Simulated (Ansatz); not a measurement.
Reaction: C2H5NO (SMILES CC(N)=O) → C2H4NO (SMILES CC([NH])=O, doublet) + H (doublet) (the H-N bond breaks)
Each species at its own B3LYP-D3(BJ)/def2-TZVP minimum (Ansatz, a program for electronic structure), one conformer.

Quantity: bond dissociation energy (electronic), in kcal/mol. Radicals and triplets start from unrestricted determinants; spin-orbit coupling is neglected. CBS(X,Y): correlation extrapolated as X^-3, Hartree-Fock from the larger set. A bracket is a step between two methods taken in the basis named. Functionals run without relativity, which enters their misses. Double hybrids freeze cores in their MP2 part. '+ core + X2C': CCSD(T) terms for core correlation (cc-pwCVTZ) and scalar relativity (cc-pVTZ-DK). For partners of very few electrons the exact lower level stands in for a higher one. The UHF reference of C2H4NO (CC([NH])=O, doublet) is spin-contaminated (<S^2> up to 0.14 over the pure value in the sets run).

CCSD(T)/CBS(cc-pVTZ,cc-pVQZ) + [CCSDT(Q) - CCSD(T)]/cc-pVDZ + core + X2C (Ansatz) gives 119.6 kcal/mol.

Q: How far off this value is PBE/def2-TZVPD (Ansatz), in which direction, and which of these levels come nearer: r2SCAN/def2-TZVPD, B3LYP/def2-TZVPD, PBE0/def2-TZVPD, wB97M-V/def2-TZVPD, B2PLYP/def2-TZVPD, CCSD(T)/CBS(cc-pVTZ,cc-pVQZ) + core + X2C?

A: PBE gives 112.8 kcal/mol, 6.8 kcal/mol below it. Differences of the others: r2SCAN/def2-TZVPD (Ansatz) -6.1; B3LYP/def2-TZVPD (Ansatz) -3.8; PBE0/def2-TZVPD (Ansatz) -3.8; wB97M-V/def2-TZVPD (Ansatz) -0.2; B2PLYP/def2-TZVPD (Ansatz) -1.9; CCSD(T)/CBS(cc-pVTZ,cc-pVQZ) + core + X2C (Ansatz) 0.9 kcal/mol. Nearer than PBE: r2SCAN/def2-TZVPD, B3LYP/def2-TZVPD, PBE0/def2-TZVPD, wB97M-V/def2-TZVPD, B2PLYP/def2-TZVPD, CCSD(T)/CBS(cc-pVTZ,cc-pVQZ) + core + X2C.
